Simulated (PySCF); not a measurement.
B: electron affinity

B⁻ [He] 2s2 2p2 (3P) → B [He] 2s2 2p1 (2P), as a difference of total energies. Computed with PySCF 2.14 in aug-cc-pCVTZ-DK (7s6p4d2f, 59 functions), with scalar relativity by spin-free X2C-1e. Correlated levels: valence and next inner shell: nothing frozen. The calculations carry no spin-orbit coupling.

| method | electron affinity (eV) |
| --- | --- |
| UHF | -0.306 |
| MP2 (valence and next inner shell) | 0.206 |
| SCS-MP2 (valence and next inner shell) | 0.057 |
| CCSD (valence and next inner shell) | 0.169 |
| CCSD(T) (valence and next inner shell) | 0.231 |

Errors of the correlated levels include the incompleteness of this basis.

A negative affinity means that the anion lies above the atom at that level of theory.

For comparison: 0.280 eV (measured; photodetachment measurements, as compiled on the Wikipedia data page of electron affinities).
